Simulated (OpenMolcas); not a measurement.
# PN (phosphorus nitride): HF/cc-pV5Z (RICD fitting, fitting threshold 1e-06)

What is the energy change on altering one bond length of PN (phosphorus nitride) at HF/cc-pV5Z (RICD fitting, fitting threshold 1e-06)? 

The calculation is run with OpenMolcas 26.06.

## 1. The system as given

The species is PN (2 atoms), meant as a singlet with charge 0. SMILES: `N#P`. The bond length is the measured one.

Bond lengths: N1–P2 1.491 Å.

## 2. A single-point energy at HF/cc-pV5Z (RICD fitting, fitting threshold 1e-06)

The input, geom.xyz:

```xyz
2

N      0.000000     0.000000     0.000000
P      0.000000     0.000000     1.490866
```

The input, job.inp:

```
* NP Hartree-Fock

&GATEWAY
  BASLIB=$CurrDir
  COORD=geom.xyz
  BASIS=cc-pV5Z
  GROUP=NoSym
  RICD
  CDTHRESHOLD=1e-06

&SEWARD

&SCF
  PRORBITALS=0
```

The basis set cc-pV5Z is read from a file made from the Basis Set Exchange's data (not shown).

Run with:

```sh
$ export MOLCAS_MEM=1860
$ pymolcas job.inp > job.log
```

The program printed:

```text
--- Start Module: gateway ---
[...]
--- Stop Module: gateway /rc=_RC_ALL_IS_WELL_ ---
[...]
--- Start Module: seward ---
[...]
      Basis functions          186
[...]
--- Stop Module: seward /rc=_RC_ALL_IS_WELL_ ---
[...]
--- Start Module: scf ---
[...]
       Convergence after  12 Iterations
[...]
::    Total SCF energy                               -395.1875453739
[...]
      Total spin, S                                     0.0000000000
[...]
      Total electronic charge=   22.000000
      Total            charge=   -0.000000
[...]
      Dipole Moment (debye):
      Origin of the operator (angstrom)=    0.0000    0.0000    1.0267
                   X= -8.6253E-15               Y= -8.5324E-13               Z=  3.2670E+00           Total=  3.2670E+00
      Quadrupole Moment (debye*angstrom):
[...]
--- Stop Module: scf /rc=_RC_ALL_IS_WELL_ ---
[...]
```

It took 41 s on 1 thread of Arm Neoverse V1, shared host; peak memory 0.35 GiB.

## 3. The distorted shape

The input, geom.xyz:

```xyz
2

N      0.000000     0.000000    -0.745434
P      0.000000     0.000000     1.490866
```

The input, job.input:

```
>>> EXPORT MOLCAS_PRINT=2

&GATEWAY
 BasLib
 $CurrDir
 Coord
 geom.xyz
 Basis
 cc-pV5Z
 Group
 NoSym
 RICD
 CDThreshold
 1e-06

&SEWARD

&SCF
 PrOrbitals
 0
```

The basis set cc-pV5Z is read from a file made from the Basis Set Exchange's data (not shown).

Run with:

```sh
$ export MOLCAS_MEM=1860
$ pymolcas job.input > job.log
```

The program printed:

```text
--- Start Module: gateway ---
[...]
--- Stop Module: gateway /rc=_RC_ALL_IS_WELL_ ---
[...]
--- Start Module: seward ---
[...]
      Basis functions          186
[...]
--- Stop Module: seward /rc=_RC_ALL_IS_WELL_ ---
[...]
--- Start Module: scf ---
[...]
       Convergence after  20 Iterations
[...]
::    Total SCF energy                               -394.8694899914
[...]
      Total spin, S                                     0.0000000000
[...]
      Total electronic charge=   22.000000
      Total            charge=   -0.000000
[...]
      Dipole Moment (debye):
      Origin of the operator (angstrom)=    0.0000    0.0000    0.7946
                   X=  4.4297E-13               Y=  3.4812E-14               Z=  2.9084E+00           Total=  2.9084E+00
      Quadrupole Moment (debye*angstrom):
[...]
--- Stop Module: scf /rc=_RC_ALL_IS_WELL_ ---
[...]
```

It took 50 s on 1 thread of Arm Neoverse V1, shared host; peak memory 0.35 GiB.

## 4. Summary of results

Level: HF/cc-pV5Z (RICD fitting, fitting threshold 1e-06).

```
                                                         quantity          value
                                        first shape: total energy  -395.18755 Eh
                                       first shape: dipole moment         3.27 D
                                         first shape: HOMO energy      -12.06 eV
                                         first shape: LUMO energy        1.03 eV
                                       first shape: HOMO–LUMO gap       13.09 eV
                                    distorted shape: total energy  -394.86949 Eh
                                   distorted shape: dipole moment         2.91 D
                                     distorted shape: HOMO energy       -9.39 eV
                                     distorted shape: LUMO energy       -1.65 eV
                                   distorted shape: HOMO–LUMO gap        7.75 eV
energy change with the N1–P2 bond stretched from 1.491 to 2.236 Å       8.655 eV
```

What this shows: With the N1–P2 bond stretched from 1.491 to 2.236 Å the energy rises by 8.65 eV (200 kcal/mol). The first shape isn't relaxed at this level, so the change isn't measured from a minimum. A restricted reference can't describe the breaking bond well at this length.
